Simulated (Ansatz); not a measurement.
Molecule: NaCl, charge -1, multiplicity 2. 
Coordinates optimised at B3LYP-D3(BJ)/def2-TZVP (Ansatz, a quantum-chemistry and plane-wave program):
```xyz
2

Na     0.0000     0.0000    -1.5223
Cl     0.0000     0.0000     0.9850
```
Charge -1, spin multiplicity 2.

Basis-set convergence of Hartree-Fock and CCSD(T) correlation energies (hartree) with Ansatz. Cores are frozen in the correlated levels unless marked. UHF or UKS for open shells. Spin-orbit coupling is left out. No relativistic terms. This anion needs diffuse functions, which these sets lack.

| basis | functions | E(HF) | E(corr, CCSD(T)) |
|---|---|---|---|
| def2-SVP | 33 | -621.23489 | -0.15152 |
| def2-TZVPP | 74 | -621.46059 | -0.22641 |
| def2-QZVPP | 128 | … | … |

Problem. Fill in the missing entries.

Solution. 
- def2-QZVPP, E(HF): -621.48267
- def2-QZVPP, E(corr, CCSD(T)): -0.25090
